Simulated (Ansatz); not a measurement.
# A workflow on C2H2F4 (norflurane)

We compute a series of 18 runs (HF/STO-3G, UHF/STO-3G, HF/3-21G, UHF/3-21G, HF/6-31G*, UHF/6-31G*, B3LYP/6-31G*, PBE/def2-SVP, and more) of C2H2F4. 

Program for the calculation: Ansatz 0.2.0.

## Step 1: Starting point

The species is C2H2F4 (8 atoms), meant as a singlet with charge 0. As SMILES, `FCC(F)(F)F`. Geometry: relaxed at PBE0-D4/def2-TZVP. The run starts from this shape.

Bond lengths: F1–C2 1.364 Å, C2–C3 1.514 Å, C3–F4 1.332 Å, C3–F5 1.339 Å, C3–F6 1.332 Å, C2–H7 1.092 Å, C2–H8 1.092 Å. Some angles: F1–C2–C3 109.8°, C2–C3–F4 111.9°, C2–C3–F5 108.9°, C2–C3–F6 111.9°, F4–C3–F5 108.1°, F4–C3–F6 107.9°, F5–C3–F6 108.1°, F1–C2–H7 109.7°, F1–C2–H8 109.7°, C3–C2–H7 108.6°.

## Step 2: A geometry optimisation at HF/STO-3G (run 1)

The input, input.yaml:

```yaml
crystal:
  periodic: [false, false, false]
  atoms:
    - symbol: F
      position_ang: [-0.224600, -1.506500, 0.915200]
    - symbol: C
      position_ang: [-0.211200, -0.737800, -0.211700]
    - symbol: C
      position_ang: [0.211200, 0.674300, 0.135500]
    - symbol: F
      position_ang: [1.434400, 0.711300, 0.662400]
    - symbol: F
      position_ang: [0.217100, 1.411800, -0.982100]
    - symbol: F
      position_ang: [-0.624600, 1.243600, 1.002900]
    - symbol: H
      position_ang: [0.502000, -1.148600, -0.930100]
    - symbol: H
      position_ang: [-1.212300, -0.705100, -0.647900]
basis:
  gaussian: {orbitals: STO-3G}
hamiltonian: {xc: hf}
relax: {f_tol: 0.002}
output: {orbitals: {seedname: orbitals}}
```

Launch:

```
$ ansatz run input.yaml --threads 1 --pin off --max-ram 3480MiB --events-out events.jsonl --progress --plain --runs-dir runs
```

Log:

```text
Warning: RAYON_NUM_THREADS=1 ignored (pool sized by the plan → 1); use --threads N
The last accepted step is kept in runs//last_step.txt (removed where the run ends without a failure and the disk answers)
[... 49 lines left out ...]
Total energy: -12738.53553951 eV, -468.1325465875 hartree
[... 8 lines left out ...]
Dipole moment:    -0.077526    -0.141358    -0.248562 e Å
```

Wall time 9 s (1 thread of Intel Xeon Platinum 8488C (Sapphire Rapids), shared host); peak memory 0.1 GiB.

The path in brief:

| step | energy from the first frame kept (eV) | largest force (eV/Å) |
| --- | --- | --- |
| 1 | 0.0000 | 2.8327 |
| 2 | -0.2677 | 0.5943 |
| 3 | -0.2769 | 0.0470 |
| 4 | -0.2770 | 0.0117 |
| 5 | -0.2770 | 0.0041 |
| 6 | -0.2770 | 0.0003 |

After the run. Bond lengths: F1–C2 1.382 Å, C2–C3 1.585 Å, C3–F4 1.372 Å, C3–F5 1.373 Å, C3–F6 1.372 Å, C2–H7 1.098 Å, C2–H8 1.098 Å. Some angles: F1–C2–C3 110.6°, C2–C3–F4 111.1°, C2–C3–F5 110.0°, C2–C3–F6 111.1°, F4–C3–F5 108.2°, F4–C3–F6 108.1°, F5–C3–F6 108.2°, F1–C2–H7 110.8°, F1–C2–H8 110.8°, C3–C2–H7 108.0°.

## Step 3: The harmonic vibrations at HF/STO-3G (run 2)

The input, run.yaml:

```yaml
crystal:
  periodic: [false, false, false]
  atoms:
    - {symbol: F, position_ang: [-0.234832, -1.557533, 0.931720]}
    - {symbol: C, position_ang: [-0.221033, -0.777310, -0.209154]}
    - {symbol: C, position_ang: [0.219225, 0.705993, 0.134212]}
    - {symbol: F, position_ang: [1.478646, 0.734951, 0.678386]}
    - {symbol: F, position_ang: [0.228311, 1.470160, -1.006705]}
    - {symbol: F, position_ang: [-0.645433, 1.284141, 1.029318]}
    - {symbol: H, position_ang: [0.485856, -1.179159, -0.947248]}
    - {symbol: H, position_ang: [-1.218740, -0.738243, -0.666329]}
basis:
  gaussian:
    orbitals: STO-3G
hamiltonian:
  xc: hf
phonons:
  temperatures: {t_min: 298.15, t_max: 298.15, t_step: 1}
```

Launch:

```
$ ansatz run run.yaml --threads 1 --pin off --max-ram 3480MiB --events-out events.jsonl --progress --plain --runs-dir runs
```

Log:

```text
Warning: RAYON_NUM_THREADS=1 ignored (pool sized by the plan → 1); use --threads N
[... 263 lines left out ...]
Total energy: -12738.53551646 eV, -468.1325457405 hartree
[... 8 lines left out ...]
Dipole moment:    -0.077526    -0.141358    -0.248562 e Å
Vibrations: 53.17 206.17 340.58 405.12 515.73 532.01 661.76 915.48 1101.41 1356.48 1384.73 1388.81 1512.62 1579.97 1663.63 1781.84 3556.74 3671.80 cm⁻¹, zero-point energy 1.402760 eV
```

Wall time 37 s (1 thread of Intel Xeon Platinum 8488C (Sapphire Rapids), shared host); peak memory 0.098 GiB.

Runs 3 to 12 aren't shown in full; the table further down has their settings and results.

## Step 4: A structure relaxation at B3LYP/6-31G(d) (Cartesian functions) (run 13)

The input, in.yaml:

```yaml
crystal:
  periodic: [false, false, false]
  atoms:
    - {symbol: F, position_ang: [-0.224600, -1.506500, 0.915200]}
    - {symbol: C, position_ang: [-0.211200, -0.737800, -0.211700]}
    - {symbol: C, position_ang: [0.211200, 0.674300, 0.135500]}
    - {symbol: F, position_ang: [1.434400, 0.711300, 0.662400]}
    - {symbol: F, position_ang: [0.217100, 1.411800, -0.982100]}
    - {symbol: F, position_ang: [-0.624600, 1.243600, 1.002900]}
    - {symbol: H, position_ang: [0.502000, -1.148600, -0.930100]}
    - {symbol: H, position_ang: [-1.212300, -0.705100, -0.647900]}
basis:
  gaussian: {orbitals: "6-31G*"}
hamiltonian: {xc: {name: B3LYP}}
relax: {f_tol: 0.002}
output: {orbitals: {seedname: orbitals}}
```

Launch:

```
$ ansatz run in.yaml --threads 1 --pin off --max-ram 3480MiB --events-out events.jsonl --progress --plain --runs-dir runs
```

Log, cut to the lines that bear on the results:

```text
Warning: RAYON_NUM_THREADS=1 ignored (pool sized by the plan → 1); use --threads N
[... 1 set-up line as earlier in the session ...]
[... 46 lines left out ...]
Total energy: -12973.59700674 eV, -476.7708961780 hartree
[... 8 lines left out ...]
Dipole moment:    -0.094276    -0.154301    -0.329784 e Å
```

Run time: 18 s. Hardware: 1 thread of Intel Xeon Platinum 8488C (Sapphire Rapids), shared host; peak memory 0.2 GiB.

Steps, from the record of the run:

| step | energy from the first frame kept (eV) | largest force (eV/Å) |
| --- | --- | --- |
| 1 | 0.0000 | 0.6402 |
| 2 | -0.0133 | 0.2434 |
| 3 | -0.0155 | 0.0457 |
| 4 | -0.0156 | 0.0169 |
| 5 | -0.0156 | 0.0015 |

After the run. Bond lengths: F1–C2 1.377 Å, C2–C3 1.519 Å, C3–F4 1.344 Å, C3–F5 1.351 Å, C3–F6 1.344 Å, C2–H7 1.095 Å, C2–H8 1.095 Å. Some angles: F1–C2–C3 109.4°, C2–C3–F4 111.7°, C2–C3–F5 108.9°, C2–C3–F6 111.7°, F4–C3–F5 108.2°, F4–C3–F6 108.0°, F5–C3–F6 108.2°, F1–C2–H7 109.9°, F1–C2–H8 109.9°, C3–C2–H7 108.9°.

Runs 14 to 17 aren't shown in full; the table further down has their settings and results.

## Step 5: Vibrational wavenumbers at MP2/6-31G(d) (Cartesian functions) (run 18)

The input, in.yaml:

```yaml
crystal:
  periodic: [false, false, false]
  atoms:
    - {symbol: F, position_ang: [-0.217784, -1.494341, 0.935056]}
    - {symbol: C, position_ang: [-0.211765, -0.733961, -0.220899]}
    - {symbol: C, position_ang: [0.209715, 0.670625, 0.132023]}
    - {symbol: F, position_ang: [1.444150, 0.697953, 0.667302]}
    - {symbol: F, position_ang: [0.219175, 1.424839, -0.991862]}
    - {symbol: F, position_ang: [-0.637847, 1.236308, 1.011073]}
    - {symbol: H, position_ang: [0.500540, -1.150958, -0.935645]}
    - {symbol: H, position_ang: [-1.214185, -0.707465, -0.652847]}
basis:
  gaussian:
    orbitals: "6-31G*"
total_charge: 0
correlation:
  method: mp2
phonons:
  temperatures: {t_min: 298.15, t_max: 298.15, t_step: 1}
```

Launch:

```
$ ansatz run in.yaml --threads 1 --pin off --max-ram 3480MiB --events-out events.jsonl --progress --plain --runs-dir runs
```

Log:

```text
Warning: RAYON_NUM_THREADS=1 ignored (pool sized by the plan → 1); use --threads N
[... 41 lines left out ...]
6 core orbitals not correlated: weight in the atoms' cores, before any rotation towards them, 1.000 or more for the frozen orbitals, at most 0.000 for the correlated occupied ones
[... 166 lines left out ...]
6 core orbitals not correlated: weight in the atoms' cores, before any rotation towards them, 1.000 or more for the frozen orbitals, at most 0.000 for the correlated occupied ones
[... 164 lines left out ...]
Dipole moment:    -0.101798    -0.163452    -0.360913 e Å
[... 1 line left out ...]
Checks for a lower state left out: cluster_reference
```

Wall time 2.4 min (1 thread of Intel Xeon Platinum 8488C (Sapphire Rapids), shared host); peak memory 0.21 GiB.

## Step 6: The series

| run | level | task | walk f tol | partner | energy (Eh) | dipole moment (D) | wall time |
| --- | --- | --- | --- | --- | --- | --- | --- |
| 1 | HF/STO-3G | optimise | 0.002 | base | -468.132547 | 1.42 | 9 s |
| 2 | HF/STO-3G | frequencies | – | base | -468.132546 | 1.42 | 37 s |
| 3 | UHF/STO-3G | energy | – | cation | -467.780404 | – | 1.6 s |
| 4 | UHF/STO-3G | optimise | – | cation | -467.797445 | – | 16 s |
| 5 | HF/3-21G | optimise | 0.002 | base | -472.089859 | 2.56 | 9.9 s |
| 6 | HF/3-21G | frequencies | – | base | -472.089859 | 2.56 | 33 s |
| 7 | UHF/3-21G | energy | – | cation | -471.607782 | – | 4.8 s |
| 8 | UHF/3-21G | optimise | – | cation | -471.643509 | – | 38 s |
| 9 | HF/6-31G* (Cartesian functions) | optimise | 0.002 | base | -474.658255 | 2.13 | 20 s |
| 10 | HF/6-31G* (Cartesian functions) | frequencies | – | base | -474.658255 | 2.13 | 1.9 min |
| 11 | UHF/6-31G* (Cartesian functions) | energy | – | cation | -474.172471 | – | 9.6 s |
| 12 | UHF/6-31G* (Cartesian functions) | optimise | – | cation | -474.202480 | – | 75 s |
| 13 | B3LYP/6-31G* (Cartesian functions) | optimise | 0.002 | base | -476.770896 | 1.81 | 18 s |
| 14 | B3LYP/6-31G* (Cartesian functions) | frequencies | – | base | -476.770896 | 1.81 | 1.8 min |
| 15 | PBE/def2-SVP | optimise | 0.002 | base | -475.953343 | 1.75 | 10 s |
| 16 | PBE/def2-SVP | frequencies | – | base | -475.953343 | 1.75 | 57 s |
| 17 | MP2/6-31G* (Cartesian functions) | optimise | 0.002 | base | -475.589984 | 1.96 | 22 s |
| 18 | MP2/6-31G* (Cartesian functions) | frequencies | – | base | -475.589984 | 1.96 | 2.4 min |

## Step 7: Results

| quantity | value |
| --- | --- |
| run 18, MP2/6-31G*: total energy | -475.58998 Eh |
| run 18, MP2/6-31G*: dipole moment (correlated density) | 1.96 D |
| run 18, MP2/6-31G*: correlation energy (6 core orbitals frozen) | -935.3 mEh |
| run 18, MP2/6-31G*: largest force on an atom | 0.001 eV/Å |
| run 18, MP2/6-31G*: lowest harmonic wavenumber | 115 cm⁻¹ |
| run 18, MP2/6-31G*: highest harmonic wavenumber | 3224 cm⁻¹ |
| run 18, MP2/6-31G*: zero-point energy | 122.8 kJ/mol |
| vertical ionisation energy (to the doublet cation), HF/STO-3G | 9.582 eV |
| vertical ionisation energy (to the doublet cation), HF/3-21G | 13.118 eV |
| vertical ionisation energy (to the doublet cation), HF/6-31G* | 13.219 eV |
| adiabatic ionisation energy (to the doublet cation, no zero-point term), HF/STO-3G | 9.119 eV |
| adiabatic ionisation energy (to the doublet cation, no zero-point term), HF/3-21G | 12.146 eV |
| adiabatic ionisation energy (to the doublet cation, no zero-point term), HF/6-31G* | 12.402 eV |

In words: At HF/STO-3G: removing an electron at fixed nuclei costs 9.58 eV (925 kJ/mol). In a minimal basis such a difference can be off by several eV, whatever the method. At HF/3-21G: the vertical ionisation energy comes to 13.12 eV (1266 kJ/mol). At HF/6-31G*: the vertical ionisation energy comes to 13.22 eV (305 kcal/mol). At HF/STO-3G: the adiabatic ionisation energy (to the doublet cation, no zero-point term) is 9.12 eV (210 kcal/mol). At HF/3-21G: the adiabatic ionisation energy (to the doublet cation, no zero-point term) is 12.15 eV (1172 kJ/mol). Totals of different functionals can't be ranked against each other. In runs 1, 2, 3, 4 the basis is minimal, so the values are rough. All runs together took 12 min, the longest 2.4 min.
